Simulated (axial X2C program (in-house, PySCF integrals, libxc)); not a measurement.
## AlS⁻: bond constants with and without spin–orbit coupling

Calculated with an axial X2C code built on PySCF integrals. Spin-free means the one-electron spin-free X2C Hamiltonian; two-component (2c) means X2C with spin–orbit coupling and atomic mean-field two-electron Coulomb and Gaunt terms, so the difference of the two also holds small scalar two-electron terms. Basis: S dyall-av3z [9s8p3d2f], Al dyall-av3z [9s9p3d2f] (cores contracted in-house); Gaussian nuclei, density fitting, unrestricted open shells. Masses: S 31.972 u, Al 26.982 u.

State, spin-free: M_S = 0, Λ = 0 (closed shell); electrons by block: σα: 9, σβ: 9, π+α: 3, π+β: 3, π-α: 3, π-β: 3. Fragments: S- + Al.

State, 2c: Ω = 0 (closed shell); electrons by block: 1/2: 12, -1/2: 12, 3/2: 3, -3/2: 3. Fragments: S- + Al.

| Hamiltonian | level | Re (Å) | ωe (cm⁻¹) | Be (cm⁻¹) | De (eV) | μ (D) |
| --- | --- | --- | --- | --- | --- | --- |
| spin-free | PBE0 | 2.101 | 572.7 | 0.261 | 4.66 | 0.30 |
| spin-free | HF | 2.091 | 599.0 | 0.2634 | 3.43 | 0.63 |
| spin-free | MP2 | 2.109 | 571.6 | 0.2589 | 4.90 | n/a |
| spin-free | CCSD | 2.105 | 577.9 | 0.2599 | 4.54 | n/a |
| spin-free | CCSD(T) | 2.114 | 565.6 | 0.2579 | 4.70 | n/a |
| spin-free | r2SCAN | 2.105 | 568.0 | 0.2601 | 4.77 | 0.03 |
| 2c | PBE0 | 2.101 | 572.6 | 0.2609 | 4.66 | 0.30 |
| 2c | HF | 2.092 | 598.9 | 0.2633 | 3.35 | 0.63 |
| 2c | MP2 | 2.110 | 571.5 | 0.2589 | 4.87 | n/a |
| 2c | CCSD | 2.106 | 577.9 | 0.2598 | 4.51 | n/a |
| 2c | CCSD(T) | 2.114 | 565.5 | 0.2578 | 4.68 | n/a |
| 2c | r2SCAN | 2.105 | 567.9 | 0.26 | 4.77 | 0.03 |

Correlated methods: 10 electrons correlated (number of frozen shells: S 2 s, 1 p; Al 2 s, 1 p), 200 virtual spin orbitals or spinors in MP2, 90 natural virtuals in coupled cluster.

Dipoles are positive if Al is the positive end and refer to the centre of mass.

Occupations by symmetry block were frozen at the best pattern of an incomplete PBE0 search. The closed shell is kept restricted, so the energy runs too high when the bond is stretched far. Dissociation energies refer to the lowest single-determinant-based atoms at the same level and basis. Coupled cluster ran in a truncated set of natural virtual spinors; the MP2 energy of the rest was added. (T) has no such correction and the atoms are truncated less, which lowers De at CCSD(T) by a hundredth of an eV or more. In 2c an atomic determinant is not the ground J level, so De misses part of the atomic spin–orbit lowering. This holds for PBE0, r2SCAN. Without a current term, density functionals place determinants with orbital angular momentum somewhat too high. The highest occupied level of some functionals is positive through self-interaction error; at Hartree–Fock it is bound. Hartree–Fock gets electron affinities wrong, so its lowest charge split need not be the true one.

Rough cost a point (2c) on 1 thread(s) of a shared host, integrals apart: PBE0 0.3 s, HF 0.13 s, CCSD(T) 2 s, r2SCAN 0.4 s.

The whole task took 70 s on 1 thread of Arm Neoverse V2 (shared host).
